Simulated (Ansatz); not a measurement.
Born–Oppenheimer molecular dynamics of BFO (3 atoms, charge 0, multiplicity 1). It starts from a relaxed structure.

These are results of RKS PBE-D4/def2-SVPD in Ansatz, not measurements.

```json
{
 "ensemble": "NVE (velocity Verlet)",
 "time step": "2 fs",
 "steps asked": "100",
 "starting velocities drawn for": "300 K",
 "seed": "621993"
}
```

First frame:

```xyz
3
Properties=species:S:1:pos:R:3
O 0.995 -0.572 0.486
B 0.021 -0.012 0.010
F -1.016 0.584 -0.496
```

Question: How far do the bonds stretch over the last three quarters of this one trajectory? (Pairs bonded in most of those frames.)

Answer: 
```
 bond  mean (Å)  spread (Å)  shortest  longest
O1–B2     1.220       0.010      1.20     1.24
B2–F3     1.298       0.019      1.27     1.33
```

Mean temperature of the second half: 149 K. The conserved energy stayed within 0.34 meV per atom of its start (net change 0.16 meV per atom), so the integration is sound. The temperature averaged 0.50 of the 300 K drawn at the start: a run that starts near a minimum puts about half its kinetic energy into the potential. A run of 0.2 ps of so small a system gives no equilibrium averages.

The run took 53 s on 1 CPU thread of a shared host.
